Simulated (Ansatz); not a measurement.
Consider the atomization: `C=CC(=C)CC` → 6 C• + 10 H•.

Gas-phase electronic energies from Ansatz, PBE0-D4/def2-TZVP geometries. CCSD(T)/CBS adds triple-zeta CCSD(T) − MP2 to the extrapolated MP2 energy (def2 sets, frozen cores). This one scheme is used for every species, atoms too. Functionals use def2-TZVPP. B3LYP here is the variant with VWN-RPA as its local correlation; programs differ in this. HSE06 is defined as in plane-wave codes. Open shells (•) are unrestricted, without spin–orbit coupling. Spin–orbit coupling would lower the free atoms: a little for C. One conformer a species, not always the lowest.

```json
{"level": "LDA (SPW92)", "ΔE (kJ/mol)": "7623.2", "difference from CCSD(T)/CBS": "923.7"}
{"level": "BLYP-D4", "ΔE (kJ/mol)": "6701.9", "difference from CCSD(T)/CBS": "2.4"}
{"level": "B97M-V", "ΔE (kJ/mol)": "6725.0", "difference from CCSD(T)/CBS": "25.5"}
{"level": "B3LYP-D4", "ΔE (kJ/mol)": "6723.0", "difference from CCSD(T)/CBS": "23.5"}
{"level": "HSE06-D4", "ΔE (kJ/mol)": "6774.6", "difference from CCSD(T)/CBS": "75.1"}
{"level": "BHLYP-D4", "ΔE (kJ/mol)": "6555.3", "difference from CCSD(T)/CBS": "-144.2"}
{"level": "ωB97M-V", "ΔE (kJ/mol)": "6719.1", "difference from CCSD(T)/CBS": "19.6"}
{"level": "BLYP", "ΔE (kJ/mol)": "6628.6", "difference from CCSD(T)/CBS": "-70.9"}
{"level": "r2SCAN", "ΔE (kJ/mol)": "6719.9", "difference from CCSD(T)/CBS": "20.4"}
{"level": "B3LYP", "ΔE (kJ/mol)": "6670.4", "difference from CCSD(T)/CBS": "-29.1"}
{"level": "r2SCANh", "ΔE (kJ/mol)": "6689.7", "difference from CCSD(T)/CBS": "-9.8"}
{"level": "HSE06", "ΔE (kJ/mol)": "6748.7", "difference from CCSD(T)/CBS": "49.2"}
{"level": "LC-ωPBE", "ΔE (kJ/mol)": "6691.5", "difference from CCSD(T)/CBS": "-8.0"}
{"level": "HF/def2-TZVPP", "ΔE (kJ/mol)": "5058.4", "difference from CCSD(T)/CBS": "-1641.1"}
{"level": "SCS-MP2/def2-TZVPP", "ΔE (kJ/mol)": "6612.6", "difference from CCSD(T)/CBS": "-86.9"}
{"level": "CCSD/def2-TZVPP", "ΔE (kJ/mol)": "6465.7", "difference from CCSD(T)/CBS": "-233.8"}
{"level": "CCSD(T)/CBS", "ΔE (kJ/mol)": "6699.5", "difference from CCSD(T)/CBS": "0"}
```

What do rigid-rotor, harmonic-oscillator terms from PBE0-D4/def2-TZVP frequencies (298.15 K, 1 bar) make of the CCSD(T)/CBS value? (An estimate is asked.)

Ansatz gave: ΔZPE = -373.9 kJ/mol, ΔH = +6403.6 kJ/mol, ΔS = 1756 J/(mol·K), ΔG = +5880.0 kJ/mol. Open shells count their whole term as degenerate.

Largest T1 diagnostic among the species: 0.010.

From PBE to PBE0 (25 % exact exchange), in def2-TZVPP and without D4, ΔE moves by −90.9 kJ/mol: exact exchange takes away binding that semilocal exchange gives to molecules. The D4 term adds +52.5 kJ/mol with B3LYP and +28.0 kJ/mol with PBE0; it sums over pairs of atoms, weighted by their polarisabilities, and B3LYP, whose exchange is more repulsive, gets the larger term.

For atomizations the MP2-based limit and the directly extrapolated one differ by several kJ/mol either way, and by 10 to 25 for some Ge, Se and Sn compounds, so smaller differences from it don't rank the levels.
